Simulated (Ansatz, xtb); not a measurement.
Species: C₅H₄N (charge 0, doublet). It need not be the lowest isomer of its formula. 
Structure (B3LYP-D3(BJ)/def2-TZVP (Ansatz, a quantum-chemistry and plane-wave program) minimum search):
```
C
N 1 1.3293
C 2 1.3293 1 118.29
H 1 1.0855 2 116.72 3 -180.00
H 3 1.0855 2 116.72 1 -180.00
C 3 1.4016 5 119.71 2 -180.00
C 6 1.3674 3 115.26 5 180.00
C 7 1.3674 6 124.05 3 0.00
H 8 1.0820 7 123.93 6 -180.00
H 6 1.0820 7 123.93 8 -180.00
```
Charge 0, spin multiplicity 2.

Harmonic wavenumbers from GFN2-xTB (xtb, at its own minimum), cm⁻¹: 294, 412, 589, 601, 654, 739, 833, 887, 893, 921, 1076, 1086, 1094, 1184, 1217, 1233, 1371, 1411, 1503, 1605, 3051, 3052, 3088, 3088.

Question: Give the harmonic wavenumbers at B3LYP-D3(BJ)/def2-TZVP (Ansatz, finite differences of forces, unscaled).

Answer: 380, 446, 620, 646, 717, 770, 830, 964, 984, 987, 1043, 1076, 1081, 1231, 1268, 1323, 1411, 1477, 1539, 1619, 3147, 3149, 3189, 3190 cm⁻¹. Zero-point energy 47.3 kcal/mol.

Question: From these and the geometry, give the ideal-gas thermochemistry at 298.15 K and 1 atm (rigid rotor, harmonic oscillator).

Answer: Point group C2v, rotational symmetry number 2. Rotational constants 6.478, 5.996, 3.114 GHz. S(trans) 38.98, S(rot) 24.01, S(vib) 4.01, S(elec, spin only) 1.38, S 68.4 cal/(mol K). H(298) - H(0) 3.25 kcal/mol; G - E(el) 30.2 kcal/mol.
